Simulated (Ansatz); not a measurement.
Start from `O/C=C\F` and change one atom or group (the configuration at the double bond changes too) to get `O/C=C(/F)Cl`.

Ansatz, PBE0-D4/def2-TZVP geometries, multiplicity 1. Each molecule was computed in one conformer, which needn't be the lowest.

```csv
property,`O/C=C\F`
HOMO–LUMO gap (PBE0/def2-TZVPP) / eV,7.67
HOMO–LUMO gap (ωB97M-V/def2-TZVPP) / eV,11.68
HOMO energy (ωB97M-V/def2-TZVPP) / eV,-9.05
LUMO energy (B3LYP/def2-TZVPP) / eV,0.60
HOMO energy (PBE0/def2-TZVPP) / eV,-6.78
"ideal-gas entropy at 298 K and 1 bar (rigid rotor, harmonic PBE0-D4/def2-TZVP) / J/(mol·K)",277
```

Question: Give the same properties after the change, and the shifts. (An estimate is asked.)

Answer: Ansatz gave: 
| property | `O/C=C(/F)Cl` | shift |
| --- | --- | --- |
| HOMO–LUMO gap (PBE0/def2-TZVPP) / eV | 7.28 | -0.39 |
| HOMO–LUMO gap (ωB97M-V/def2-TZVPP) / eV | 11.68 | 0.00 |
| HOMO energy (ωB97M-V/def2-TZVPP) / eV | -8.99 | 0.06 |
| LUMO energy (B3LYP/def2-TZVPP) / eV | 0.24 | -0.36 |
| HOMO energy (PBE0/def2-TZVPP) / eV | -6.77 | 0.01 |
| ideal-gas entropy at 298 K and 1 bar (rigid rotor, harmonic PBE0-D4/def2-TZVP) / J/(mol·K) | 306 | 29 |

B3LYP here is the variant with VWN-RPA as its local correlation; programs differ in this.
